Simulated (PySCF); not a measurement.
Species: C4H7 (doublet state).
Structure used (GFN2-xTB), in Å, numbered top down from 1:
```xyz
11
C4H7 angstrom
C      2.1908   -0.0908    0.2999
C      0.9835   -0.5347    0.3879
C     -0.1657   -0.2126   -0.5600
C     -1.3223    0.4270    0.1975
H      2.7671    0.5412   -0.3349
H      0.6924   -1.1986    1.1951
H      0.1865    0.4563   -1.3464
H     -0.4941   -1.1476   -1.0210
H     -1.0018    1.3550    0.6658
H     -1.6893   -0.2413    0.9736
H     -2.1416    0.6488   -0.4836
```

Structure optimised with GFN2-xTB, isolated species. This method treats the open shell by occupation alone, without spin polarisation.

Masses are those of the commonest isotopes; rigid-rotor values at the optimised geometry. The values belong to one conformer with, in the numbering `[H]/[C:1]=[CH:2]\[CH2:3][CH3:4]`, C1–C2–C3–C4 -121°.

Question: Give the principal moments of inertia and the rotational constants in cm⁻¹.

Answer: Ia = 21.43, Ib = 113.41, Ic = 116.59 u·Å²; 505379 MHz·u·Å²/I gives 23581, 4456 and 4335 MHz, that is A = 0.78659, B = 0.14864, C = 0.14459 cm⁻¹.

Question: What kind of rotor is it?

Answer: A near-prolate asymmetric top; Ray's κ = -0.987.

Question: Is it planar, by Δ = Ic − Ia − Ib?

Answer: Not planar: Δ = Ic − Ia − Ib = -18.25 u·Å². For a rigid frame Δ = −2 Σ m c², so Σ m c² = 9.13 u·Å² lies off the ab plane: 5.90 from hydrogen and 3.23 from heavier atoms. The atom farthest from that plane is 1.20 Å away.

Question: Estimate the classical rotational partition function at 25 K, 298.15 K and 500 K.

Answer: Point group C1, symmetry number σ = 1; q = (√π/σ)·√((kT/h)³/(ABC)), k/h = 20836.6 MHz/K: 987 at 25 K, 40700 at 298.15 K, 88300 at 500 K.

For this open shell read J as N, the rotation without spin; fine and hyperfine splittings come on top. No frequency check. Constants of a rigid frame at the computed geometry: no zero-point averaging, no centrifugal distortion.
